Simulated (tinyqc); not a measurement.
Worked calculation: harmonic frequencies on the RHF/sto-3g surface (energies and gradients from PySCF), for LiH, spin multiplicity 1. One step of it, computed by the program tinyqc.

Task: One row of the Hessian: 1Liz. Displace 1Liz by +/-0.002 bohr; H(k, :) = (g(+) - g(-)) / (2 delta).

optimised positions (bohr):
```
            x         y         z
1Li  0.000000  0.000000  0.278896
2H   0.000000  0.000000  3.133949
```

gradient at +delta (hartree/bohr):
```
              x           y            z
1Li  0.00000000  0.00000000   0.00022881
2H   0.00000000  0.00000000  -0.00022881
```

gradient at -delta (hartree/bohr):
```
              x           y            z
1Li  0.00000000  0.00000000  -0.00023601
2H   0.00000000  0.00000000   0.00023601
```

Give: row of the Hessian.

Result:

row of the Hessian (hartree/bohr^2): 1Lix 0.000000, 1Liy 0.000000, 1Liz 0.116205, 2Hx 0.000000, 2Hy 0.000000, 2Hz -0.116205
